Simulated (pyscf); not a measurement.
Single points on ωB97X-D3(BJ)/def2-SVP structures (PySCF, gas phase).

### Question
Estimate the classical barrier height and the reaction energy of HCl (SMILES Cl) + Cl–In (SMILES [Cl][In]) [singlet] + H₂S (SMILES S) -> Cl–InH–Cl (SMILES [Cl][InH][Cl]) + H₂S (SMILES S) at ωB97M-D3(BJ)/def2-TZVP. The step runs on the singlet surface, breaks Cl–H, H–S and forms Cl–In, H–In, H–S; take the separated reactants as zero.

### Answer
ΔE‡ = 18.4 kcal/mol, ΔE = -7.7 kcal/mol. Zero-point energy shifts the barrier by +0.5 kcal/mol. It is a multi-bond step, with an imaginary mode of 907i cm⁻¹. On the reactant side the descent ends in a bound adduct, 9.7 kcal/mol under the separated species and 22.5 kcal/mol under the saddle at ωB97X-D3(BJ)/def2-TZVP. On the product side the descent ends in an adduct with a In–S contact (not fully relaxed), 18.0 kcal/mol under the separated species and 44.4 kcal/mol under the saddle at ωB97X-D3(BJ)/def2-TZVP. At ωB97X-D3(BJ)/def2-TZVP the barrier from the zero used here is 12.8 kcal/mol. One saddle was located; it need not be the lowest between these sides. Elements past Kr carry the def2 core potentials, without spin-orbit coupling.
